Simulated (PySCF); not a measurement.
Compound: 1,4-naphthoquinone radical anion, C10H6O2 (charge -1 and doublet state).
Z-matrix (Å and degrees, PBE0-D3(BJ)/def2-SVP geometry), rows numbered from 1:
```
O 
C   1  1.2505
C   2  1.4386  1  123.49
C   3  1.3801  2  123.52  1  -179.91
C   4  1.4386  3  123.56  2    -0.01
O   5  1.2505  4  123.56  3  -179.94
C   5  1.4756  4  114.73  3     0.03
C   7  1.4069  5  119.18  4   179.91
C   8  1.3842  7  121.06  5   179.85
C   9  1.4087  8  119.84  7    -0.04
C  10  1.3843  9  119.84  8     0.11
C  11  1.4069 10  121.07  9    -0.04
H   3  1.0951  2  115.70  1     0.09
H   4  1.0951  3  120.75  2   180.00
H   8  1.0932  7  116.54  5    -0.15
H   9  1.0947  8  120.20  7   179.96
H  10  1.0947  9  119.95  8  -179.91
H  11  1.0932 10  122.38  9   179.97
```

The hyperfine couplings belong to this conformer and change with its torsions.

As a line formula: 1,4-naphthoquinone radical anion (`O=C1C=CC(=O)c2ccccc21`) [SMILES of the parent framework; charge -1 and doublet state].

Theory: UKS B3LYP, IGLO-III on C O, pcH-1 on H, non-relativistic, mean-field spin-orbit, GIAO (PySCF). Whether the extra electron is bound in the gas phase wasn't checked; a finite basis holds it in any case. The geometry's basis has no diffuse functions, a weakness for an anion. No stability test was run, so a lower SCF solution isn't excluded. No frequencies were computed at this geometry's level, so the symmetric structure isn't shown to be a minimum.

Question: Give the principal g shifts and their parts.

Answer: 
```
                    Δg (ppt)      1      2      3
relativistic mass correction  -0.23  -0.23  -0.23
            gauge correction   0.00   0.04   0.05
   orbital Zeeman/spin–orbit  -0.01   3.22   5.38
                       total  -0.24   3.03   5.20
```

So g = 2.00208, 2.00535, 2.00752 and g_iso = 2.00498; the tensor is rhombic: the two nearest values differ by 40 % of g3 − g1. Axes: g1 is normal to the molecular plane and g3 points within 1° of the O1–C2 bond.

Question: At 9.736 GHz, how far is the centre of the isotropic spectrum from where a free electron (g = 2.002319) resonates?

Answer: B = hν/(g μB) with μB/h = 13.99624 MHz/mT gives 347.40 mT for the free electron and 346.94 mT at g_iso, 0.46 mT lower.

Question: What are the electron Larmor frequencies g μB B/h along the three axes at 350 mT?

Answer: 9.8075, 9.8236, 9.8342 GHz for g1, g2 and g3, a range of 26.6 MHz.

Question: In a frozen sample, at which fields do the three g values resonate at 9.5, 34, 94 and 263 GHz (hyperfine left aside), and which band first spreads them over more than twice a line width of 1.0 mT?

Answer: 
```csv
band,GHz,B(g3) mT,B(g2) mT,B(g1) mT,spread mT
X,9.5,338.11,338.47,339.02,0.92
Q,34.0,1210.06,1211.37,1213.35,3.29
W,94.0,3345.47,3349.09,3354.56,9.09
J,263.0,9360.20,9370.33,9385.63,25.43
```

The spread grows in proportion to the frequency. Q band is the first where it exceeds 2.0 mT.

The Mulliken spin populations are largest on O1 (+0.24), O6 (+0.24), C3 (+0.11) and C4 (+0.11).

The HOMO–LUMO gaps are 3.03 eV among the α and 3.91 eV among the β orbitals.

The run took 5.0 min on one thread, Arm Neoverse V2, shared host.
